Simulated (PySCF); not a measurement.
**Structure elucidation problem**

Molecular formula: C$_{6}$H$_{6}$. Simulated spectra:

¹H NMR (500 MHz, computed): δ 6.98 (m, 4H), 4.06 (m, 2H).

¹³C{¹H} NMR (computed): δ 154.5 (CH, 4C), 53.9 (CH, 2C).

PySCF 2.14 calculation with J: B3LYP/pcJ-1 (without the spin–dipole term), GFN2-xTB geometry and shieldings: GIAO PBE0/pcSseg-1; one computed conformer, fast rotation and ring inversion assumed for equivalent nuclei, non-relativistic Hamiltonian, no solvent model.

Shifts are taken against calculated references (same method and geometry level): TMS for ¹H and ¹³C.

Question: What is the structure?

Answer: 
Rings plus π bonds: 4 (2 rings in the answer). 2 carbon signals for 6 carbons: some carbons are equivalent by symmetry or fast rotation. Carbon types of the structure: 6 × CH, which accounts for all hydrogens. δC 154.5: alkene CH; the olefinic region. δC 53.9: allylic sp3 CH; aliphatic region, no heteroatom directly attached. δH 6.98: hydrogen on an alkene CH; a vinylic proton, deshielded by the sp2 carbon and the C=C anisotropy. δH 4.06: hydrogen on an allylic sp3 CH.

Structure: SMILES C1=CC2C=CC12.

The data come from this structure; uniqueness wasn't tested.

Multiplet labels drop couplings under 1 Hz and merge nearly equal ones. Unscaled 3J(H,H) at this level run about 10 % above measured values. Shifts are as computed. Against solution values, carbons near 30 ppm lie about +3 ppm off and those near 130 ppm about +5 ppm. Of 1211 compounds with measured shifts, 218 miss one by over three times the rms of a fit or turn the order of signals round; such compounds aren't used in these exercises.
